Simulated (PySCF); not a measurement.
## Ionisation energy of F by level of theory

F [He] 2s2 2p5 [2p1/2^2 2p3/2^3, M_J = 3/2] → F⁺ [He] 2s2 2p4 [2p1/2^2 2p3/2^2, M_J = 2], as a difference of total energies. Computed with PySCF 2.14 in x2c-SVPall-2c with one added diffuse shell of s type (4s2p1d, 15 functions), with the two-component X2C-1e Hamiltonian. Correlated levels: 1s2 frozen. "Screened" scales the spin-orbit matrix elements by Boettger's factors to mimic the two-electron term; Breit and QED terms are absent.

| method | ionisation energy (eV) | error (eV) |
| --- | --- | --- |
| GHF (spin-free) | 15.760 | -1.663 |
| GMP2 (spin-free) | 16.949 | -0.474 |
| GHF (screened spin-orbit) | 15.757 | -1.666 |
| GMP2 (screened spin-orbit) | 16.946 | -0.477 |

Reference: 17.423 eV (measured; NIST Atomic Spectra Database, ionization energies).

Errors of the correlated levels include the incompleteness of this basis and the frozen core.

The labels give the starting determinants; with spin-orbit coupling the two ends relaxed to ⟨J²⟩ = 3.75, ⟨L²⟩ = 2.00, ⟨S²⟩ = 0.75 and ⟨J²⟩ = 6.01, ⟨L²⟩ = 2.00, ⟨S²⟩ = 2.00.
